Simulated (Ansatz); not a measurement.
# H6Si2: the cost of one run

Program: Ansatz 0.2.0 (relaxation, B3LYP, Gaussian basis). Host: Arm Neoverse N1, 56 cores, 56 hardware threads, 90 GiB; it was booked for these runs alone, one at a time. Each run is timed once from launch to exit, start-up included.

## (1) What is computed

A molecule of 8 atoms and 34 electrons, in the basis aug-cc-pvdz.

## (2) Baseline

The input, input.yaml:

```yaml
crystal:
  periodic: [false, false, false]
  atoms:
    - { symbol: Si, position_ang: [0.0000, 0.0000, 0.0000] }
    - { symbol: H, position_ang: [0.0000, -0.8642, 1.2143] }
    - { symbol: H, position_ang: [0.0000, -0.8642, -1.2143] }
    - { symbol: H, position_ang: [-1.2425, 0.8224, 0.0000] }
    - { symbol: Si, position_ang: [1.9596, 1.2971, 0.0000] }
    - { symbol: H, position_ang: [1.9596, 2.1613, 1.2143] }
    - { symbol: H, position_ang: [1.9596, 2.1613, -1.2143] }
    - { symbol: H, position_ang: [3.2021, 0.4747, 0.0000] }
basis:
  gaussian: { orbitals: aug-cc-pvdz }
hamiltonian: { xc: { name: B3LYP } }
relax: { f_tol: 0.02, max_steps: 25, escape_saddle: false }
```

Command:

```
$ taskset -c 8-63 ansatz run input.yaml --threads 32 --backend cpu --max-ram 64GiB --events-out ev --progress --plain --runs-dir out
```

What time and memory should one allow on 32 threads of Arm Neoverse N1, host not shared?

About 2.6 s, with a peak of 0.28 GiB.
